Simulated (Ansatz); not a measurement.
# CHO+: geometry and frequencies at several levels

The task here is to estimate one member of a computed series from the others.

Method: the levels named in each step, in Ansatz 0.2.0.

## The starting structure

Bond lengths: C1–O2 1.091 Å, C1–H3 1.098 Å. Angles: O2–C1–H3 180.0°.

Coordinates:

```xyz
3

C     0.0000    0.0000   -0.0023
O     0.0000    0.0000   -1.0929
H     0.0000    0.0000    1.0952
```

Set-up of the first run:

File input.yaml:

```yaml
crystal:
  periodic: [false, false, false]
  atoms:
    - { symbol: C, position_ang: [0.0, 0.0, 0.00087056] }
    - { symbol: O, position_ang: [0.0, 0.0, -1.09889244] }
    - { symbol: H, position_ang: [0.0, 0.0, 1.09802188] }
total_charge: 1
basis:
  gaussian: { orbitals: def2-TZVPP }
hamiltonian:
  xc: pbe0
  dispersion: d4
phonons: {}
```

On the command line:

```console
$ ansatz run input.yaml --threads 2 --pin off --max-ram 5120MiB --backend cpu --events-out ev --progress --plain --runs-dir out
```

Among the steps run: Frequencies, PBE0-D4/def2-TZVPP; Relaxation, PBE-D4/def2-TZVPP; Frequencies, PBE-D4/def2-TZVPP; Relaxation, r2SCAN-D4/def2-TZVPP; Frequencies, r2SCAN-D4/def2-TZVPP; Relaxation, B3LYP-D4/def2-TZVPP; Frequencies, B3LYP-D4/def2-TZVPP; Relaxation, B2PLYP/def2-TZVPP; Frequencies, B2PLYP/def2-TZVPP.

One table of the session follows, with a row left open; its other results are not shown here.

```
               level  C1–O2 (Å)  rotational constants (MHz)  highest frequency (cm⁻¹)
  PBE0-D4/def2-TZVPP     1.0998                       45168                      3227
   PBE-D4/def2-TZVPP     1.1133                       44167                      3143
r2SCAN-D4/def2-TZVPP          ?                           ?                         ?
 B3LYP-D4/def2-TZVPP     1.1015                       45072                      3211
   B2PLYP/def2-TZVPP     1.1082                       44654                      3228
```

Estimate the missing values for r2SCAN-D4/def2-TZVPP.

The run gave: C1–O2 (Å): 1.1040; rotational constants (MHz): 44888; highest frequency (cm⁻¹): 3214. In the column «C1–O2 (Å)» it lies between B3LYP-D4/def2-TZVPP (1.1015) and B2PLYP/def2-TZVPP (1.1082).
